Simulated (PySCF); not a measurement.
# F2HP: the cost of one run

Computed with PySCF 2.14.0. Level: levels as typed in each script, gas phase, geometry from GFN2-xTB.

## 1. Starting geometry

SMILES `FPF`, 4 atoms, charge 0, spin multiplicity 1.

Bond lengths: F1–P2 1.616 Å, P2–F3 1.616 Å, P2–H4 1.418 Å. Angles: F1–P2–F3 94.8°, F1–P2–H4 92.6°, F3–P2–H4 92.6°.

Coordinates:

```
F     1.1894   -0.5193    0.0166
P     0.0000    0.5684   -0.1059
F    -1.1894   -0.5193    0.0166
H     0.0000    0.8209    1.2895
```

## 2. Density, bond paths and surface potential (PBE/def2-tzvp)

File input.py:

```python
import numpy as np
from pyscf import gto, scf, dft
from pyscf.scf import atom_ks, atom_hf
from scipy.linalg import block_diag

def solve(mol, dm0=None, hcore=None):
    mf = (dft.UKS if mol.spin else dft.RKS)(mol, xc='pbe')
    mf.grids.level = 3
    mf = mf.density_fit(auxbasis='def2-universal-jkfit')
    mf.conv_tol, mf.max_cycle = 1e-8, 80
    if hcore is not None:
        mf.get_hcore = lambda *args: hcore
    mf.kernel(dm0)
    if not mf.converged:
        mf = mf.newton().run(mf.mo_coeff, mf.mo_occ, max_cycle=30)
    assert mf.converged, 'SCF not converged'
    return mf

mol = gto.M(atom='''
F      1.18942    -0.51928     0.01663
P     -0.00001     0.56842    -0.10592
F     -1.18940    -0.51930     0.01663
H     -0.00003     0.82088     1.28953
''', basis='def2-tzvp', charge=0, spin=0, verbose=4)
mf = solve(mol)
mf.analyze()
# spherically averaged free atoms, for the promolecule
atm = atom_ks.get_atm_nrks(mol, xc='pbe')
pro = block_diag(*[(atm[a[0]][2] * atm[a[0]][3]) @ atm[a[0]][2].T for a in mol._atom])
np.savez('result.npz', e=mf.e_tot, c=mf.mo_coeff, occ=mf.mo_occ, eps=mf.mo_energy, pro=pro, dip=mf.dip_moment(verbose=0), s2=mf.spin_square()[0])
```

Command:

```console
$ OMP_NUM_THREADS=1 python input.py
```

Q: Estimate wall time and peak memory on 1 thread of Arm Neoverse V1, shared host.

About 7 s, with a peak of 0.34 GiB.
